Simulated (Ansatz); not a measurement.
Working through a comparison of dispersion corrections of C2H5N, SMILES C1CN1

With Ansatz 0.2.0, Python API.

Input file `c2h5n.xyz`:
```text
8

C     0.79380   -0.06770    0.02520
C    -0.66000   -0.44700   -0.00480
N    -0.20180    0.81850   -0.56700
H     1.23190    0.24790    0.96330
H     1.46480   -0.55820   -0.66890
H    -0.97870   -1.19560   -0.71930
H    -1.23220   -0.39490    0.91240
H    -0.41780    1.59690    0.05890
```

The cells in order, each with its output:

In [1]:
```python
import ansatz as az
```

In [2]:
```python
system = az.Crystal.molecule_from_extxyz('c2h5n.xyz')

model = system.calculation().basis(gaussian='def2-SVP')
for name in ['blyp', 'pbe0']:
    for correction in ('d3bj', 'd4'):
        summary = model.functional(name, dispersion=correction).run(threads=1, backend='cpu').report
        print(f'{name:8s} {correction:5s} total {summary["free_energy_ev"]:.5f} eV, of which dispersion {1000 * summary["dispersion"]["energy"]["ev"]:.2f} meV')
```
```text
blyp     d3bj  total -3639.73429 eV, of which dispersion -221.18 meV
blyp     d4    total -3639.73254 eV, of which dispersion -219.42 meV
pbe0     d3bj  total -3637.23165 eV, of which dispersion -86.50 meV
pbe0     d4    total -3637.22106 eV, of which dispersion -75.91 meV
```

Notes:
- Total energies depend on the basis set; only differences at equal settings carry meaning.
- The geometry is a force-field or estimated start, not a minimum of this method, and the basis set is short of its limit. D4 holds the three-body term, and d3bj doesn't.
- Finished in 7.6 s on 1 thread of Arm Neoverse N1, on a shared host, peak memory 0.17 GiB.
